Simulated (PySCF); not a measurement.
B3LYP has the VWN-RPA correlation part, as in Gaussian. Delta-SCF ions had no search for a lower state. 

Z-matrix (Å, degrees):
```
C
H 1 1.0874
H 1 1.0874 2 109.04
C 1 1.5123 2 112.08 3 124.70
H 4 1.0899 1 111.03 2 178.87
H 4 1.0899 5 108.44 1 122.25
H 4 1.0932 5 108.41 6 117.51
Cl 1 1.8106 2 105.94 3 -113.62
```
Charge 0, multiplicity 1.

Q: Estimate the dipole moment, LUMO and vertical ionisation energy (Delta-SCF) that B3LYP-D3(BJ)/def2-TZVP in PySCF 2.14.0 returns for this input.

A: 
```json
{
 "dipole_moment": "0.441 e·Å",
 "LUMO": "0.47 eV",
 "vertical ionisation energy (Delta-SCF)": "10.93 eV"
}
```
